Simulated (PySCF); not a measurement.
# SiP⁺: mean field, correlation and small terms against distance

State: ³Σ⁻, triplet, unpaired electrons π ↑↑. ROHF-based CCSD(T) in PySCF 2.14 with Si cc-pV(T+d)Z, P cc-pV(T+d)Z and Si cc-pV(Q+d)Z, P cc-pV(Q+d)Z (frozen core orbitals: 10; no relativity). Correlation energies are extrapolated as n⁻³ (n = 3, 4), Hartree–Fock as (n+1)·exp(−9√n). CV is the change on freezing 2 orbitals instead, in Si cc-pwCVTZ, P cc-pwCVTZ. SR is the spin-free X2C energy in Si cc-pVTZ-DK, P cc-pVTZ-DK less the non-relativistic one in Si cc-pVTZ, P cc-pVTZ. All energies in eV from Si⁺ + P.

| R (Å) | HF/CBS | CCSD corr. | (T) | CV | SR | total |
| --- | --- | --- | --- | --- | --- | --- |
| 1.9603 | -1.022 | -1.163 | -0.1221 | -0.0383 | 0.0030 | -2.342 |
| 2.0494 | -1.418 | -1.164 | -0.1310 | -0.0257 | 0.0044 | -2.734 |
| 2.1385 | -1.592 | -1.170 | -0.1412 | -0.0162 | 0.0050 | -2.914 |
| 2.2276 | -1.612 | -1.177 | -0.1521 | -0.0091 | 0.0049 | -2.945 |
| 2.3167 | -1.525 | -1.185 | -0.1632 | -0.0040 | 0.0045 | -2.872 |
| 2.4281 | -1.322 | -1.193 | -0.1761 | 0.0004 | 0.0037 | -2.687 |
| 2.5395 | -1.062 | -1.198 | -0.1866 | 0.0032 | 0.0028 | -2.441 |

A fit to the total gives Re = 2.2047 Å, De = 2.948 eV, ωe = 512.2 cm⁻¹, Be = 0.2359 cm⁻¹ (masses 27.9769 and 30.9738 u).

**Question.** At R = 2.2276 Å the CCSD correlation energy is -0.201092 hartree in the smaller basis and -0.210179 in the larger. Extrapolate it.

**Answer.** (4³·E4 − 3³·E3)/(4³ − 3³) = -0.21681 hartree; the larger basis holds 96.9 % of it.

The T1 diagnostic is 0.026. The state was picked by a PBE0 search and need not be the measured ground state. Spin–orbit coupling, excitations beyond (T) and corrections to the Born–Oppenheimer picture are left out.
